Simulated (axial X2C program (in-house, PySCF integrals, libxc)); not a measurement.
## SiCl⁺: from the spin-free to the two-component result

All values were computed with an in-house relativistic program for diatomic molecules. Spin-free means the one-electron spin-free X2C Hamiltonian; two-component (2c) means X2C with spin–orbit coupling and atomic mean-field two-electron Coulomb and Gaunt terms, so the difference of the two also holds small scalar two-electron terms. Basis: Cl dyall-av3z [9s8p3d2f], Si dyall-v3z [8s7p2d1f] (cores contracted in-house); Gaussian nuclei, density fitting, unrestricted open shells. Masses: Cl 34.969 u, Si 27.977 u.

Spin-free state: M_S = 0, Λ = 0 (closed shell); fragments Cl + Si+.

```json
{"level": "PBE0", "Re (Å)": "1.965", "ωe (cm⁻¹)": "665.8", "De (eV)": "5.147", "μ (D)": "3.37"}
{"level": "HF", "Re (Å)": "1.954", "ωe (cm⁻¹)": "690.4", "De (eV)": "3.610", "μ (D)": "3.67"}
{"level": "MP2", "Re (Å)": "1.964", "ωe (cm⁻¹)": "675.3", "De (eV)": "5.179", "μ (D)": "n/a"}
{"level": "CCSD", "Re (Å)": "1.964", "ωe (cm⁻¹)": "674.5", "De (eV)": "4.829", "μ (D)": "n/a"}
{"level": "CCSD(T)", "Re (Å)": "1.970", "ωe (cm⁻¹)": "663.3", "De (eV)": "4.999", "μ (D)": "n/a"}
{"level": "PBEsol", "Re (Å)": "1.978", "ωe (cm⁻¹)": "643.5", "De (eV)": "5.652", "μ (D)": "3.23"}
```

Correlated methods: 10 electrons correlated (number of frozen shells: Cl 2 s, 1 p; Si 2 s, 1 p), 168 virtual spin orbitals or spinors in MP2, 88 natural virtuals in coupled cluster.

Dipoles are positive if Si is the positive end and refer to the centre of mass.

Two-component determinant lowest at the distance of the search:

Ω = 0 (closed shell); fragments Cl + Si+.

```tsv
level	Re (Å)	ωe (cm⁻¹)	De (eV)	μ (D)
PBE0	1.965	665.6	5.141	3.37
HF	1.954	690.2	3.551	3.67
MP2	1.965	675.1	5.128	n/a
CCSD	1.964	674.4	4.771	n/a
CCSD(T)	1.970	663.2	4.944	n/a
PBEsol	1.978	643.3	5.647	3.23
```

Q: From the two tables, how do the constants change at the CCSD(T) level (2c against spin-free)?

A: At the CCSD(T) level Re is unchanged within 0.001 Å and ωe is unchanged to within 0.2 cm⁻¹; De changes by -0.055 eV.

One determinant describes the state; a PBE0 search over occupations chose it and may have missed a lower one. Closed shells are restricted here (equal orbitals for both partners); the stretched side of such a curve lies too high. De is counted from the lowest determinant-based energies of the atoms at the same level, without counterpoise correction. CCSD and (T) use frozen natural virtuals with an MP2 correction for the truncation; (T) itself is uncorrected, so its De runs slightly low. The 2c atoms are single determinants rather than J levels; their spin–orbit lowering is only partly caught, and De is too large by that part. This holds for PBE0, PBEsol. Without a current term, density functionals place determinants with orbital angular momentum somewhat too high.
